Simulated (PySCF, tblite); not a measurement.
Dissociation curve of OH, doublet.

Computed with: UHF/LANL2DZ = unrestricted Hartree-Fock/LANL2DZ run with PySCF; GFN2-xTB, 300 K electronic temperature (tblite); UKS-B3LYP/6-311+G** = unrestricted B3LYP/6-311+G**, spherical d (PySCF); UCCSD(T) = CCSD(T) on UHF/cc-pVQZ, 1 core orbital frozen run with PySCF.

Energies relative to the lowest point of each curve near equilibrium, in eV; the last columns give the difference from UCCSD(T):

```
R / Å  UHF/LANL2DZ  GFN2-xTB  UKS-B3LYP/6-311+G**  UCCSD(T)  UHF/LANL2DZ − UCCSD(T)  GFN2-xTB − UCCSD(T)  UKS-B3LYP/6-311+G** − UCCSD(T)
-----  -----------  --------  -------------------  --------  ----------------------  -------------------  ------------------------------
0.73         2.800     2.448                2.725     2.610                   0.190               -0.163                           0.114
0.79         1.334     1.107                1.316     1.241                   0.093               -0.134                           0.075
0.82         0.855     0.688                0.854     0.795                   0.061               -0.107                           0.059
0.88         0.265     0.194                0.276     0.244                   0.021               -0.051                           0.032
0.92         0.075     0.046                0.084     0.068                   0.007               -0.022                           0.017
0.94         0.026     0.012                0.033     0.023                   0.003               -0.011                           0.010
0.97         0.000     0.000                0.000     0.000                   0.000                0.000                           0.000
0.99         0.009     0.014                0.004     0.010                   0.000                0.004                          -0.006
1.03         0.080     0.083                0.061     0.078                   0.002                0.005                          -0.017
1.08         0.242     0.228                0.206     0.233                   0.009               -0.006                          -0.028
1.14         0.510     0.459                0.453     0.490                   0.020               -0.031                          -0.037
1.21         0.877     0.779                0.803     0.847                   0.030               -0.068                          -0.044
1.31         1.390     1.285                1.360     1.405                  -0.015               -0.120                          -0.045
1.44         1.840     1.974                2.096     2.131                  -0.291               -0.157                          -0.035
1.61         2.122     2.847                2.953     2.968                  -0.846               -0.121                          -0.015
1.73         2.214     3.413                3.415     3.455                  -1.240               -0.042                          -0.040
1.95         2.288     4.304                3.959     4.081                  -1.793                0.224                          -0.122
2.13         2.311     4.889                4.213     4.343                  -2.032                0.546                          -0.130
2.36         2.324     5.462                4.403     4.484                  -2.160                0.979                          -0.081
2.61         2.329     5.904                4.514     4.538                  -2.208                1.366                          -0.024
2.93         2.333     6.262                4.583     4.561                  -2.228                1.701                           0.023
3.39         2.336         —                4.620     4.570                  -2.234                    —                           0.049
3.85         2.338         —                4.630     4.573                  -2.235                    —                           0.057
```

UHF/LANL2DZ is furthest from UCCSD(T) at 3.85 (-2.235 eV, below); its mean absolute difference over the points is 0.770 eV.

GFN2-xTB is furthest from UCCSD(T) at 2.93 (1.701 eV, above); its mean absolute difference over the points is 0.279 eV.

UKS-B3LYP/6-311+G** is furthest from UCCSD(T) at 2.13 (-0.130 eV, below); its mean absolute difference over the points is 0.046 eV.

A dash means that the run gave no value there, or that the column was ended at a point which the program doubted or which failed a test of continuity chosen for this set; such a test can also cut sound points.

The unrestricted determinant behind UHF/LANL2DZ, UCCSD(T) is spin-contaminated at 1.31 to 3.85 Å (<S²> up to 1.8, against 0.75 for a pure doublet). The unrestricted determinant behind UKS-B3LYP/6-311+G** is spin-contaminated at 1.61 to 3.85 Å (<S²> up to 1.8, against 0.75 for a pure doublet).
